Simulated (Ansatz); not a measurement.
Compare A (`C/C(Cl)=C/CF`) with its isomer B (`FC1(Cl)CCC1`).

Gas-phase electronic energies from Ansatz, PBE0-D4/def2-TZVP geometries. CCSD(T)/CBS is the MP2 limit (def2-TZVPP, def2-QZVPP) plus CCSD(T) − MP2 in def2-TZVPP, frozen cores. Functionals use def2-TZVPP. B3LYP here is the variant with VWN-RPA as its local correlation; programs differ in this. One conformer a species, not always the lowest.

A:

```xyz
12

C    -0.167   -0.670   -1.840
C    -0.137    0.183   -0.624
Cl   -0.495    1.855   -0.941
C     0.120   -0.241    0.608
C     0.148    0.573    1.847
F     1.288    0.267    2.576
H    -1.157   -0.649   -2.304
H     0.546   -0.302   -2.582
H     0.083   -1.700   -1.587
H     0.326   -1.301    0.732
H    -0.712    0.345    2.487
H     0.156    1.642    1.629
```

B:

```xyz
12

F    -0.868    1.776   -0.328
C    -0.479    0.522   -0.704
Cl   -0.996    0.281   -2.384
C    -0.903   -0.513    0.335
C     0.510   -0.380    0.949
C     0.990    0.283   -0.362
H    -1.766   -0.234    0.938
H    -1.068   -1.488   -0.123
H     1.005   -1.308    1.234
H     0.529    0.310    1.792
H     1.601    1.182   -0.301
H     1.444   -0.430   -1.048
```

(1) Which isomer does CCSD(T)/CBS put lower? Give the gap. (Estimate.)

(2) Give E(B) − E(A) in kJ/mol with B3LYP, ωB97M-V, B2PLYP, CCSD/def2-TZVPP, r2SCAN-D4, B3LYP-D4, HF/def2-TZVPP. (An estimate is asked.)

Largest T1 diagnostic: 0.010.

Results:

(1) Computed: A, by 4.2 kJ/mol.

(2) Computed: B3LYP 20.3, ωB97M-V -3.7, B2PLYP 13.3, CCSD/def2-TZVPP 2.2, r2SCAN-D4 3.0, B3LYP-D4 17.7, HF/def2-TZVPP 16.3. The order is the other way round with ωB97M-V.

From PBE to PBE0 (25 % exact exchange), in def2-TZVPP and without D4, E(B) − E(A) moves by −8.7 kJ/mol. In def2-TZVPP, CCSD(T) changes the Hartree–Fock value by −13.4 kJ/mol (the triples alone add +0.7 kJ/mol) and MP2 by −17.2 kJ/mol.
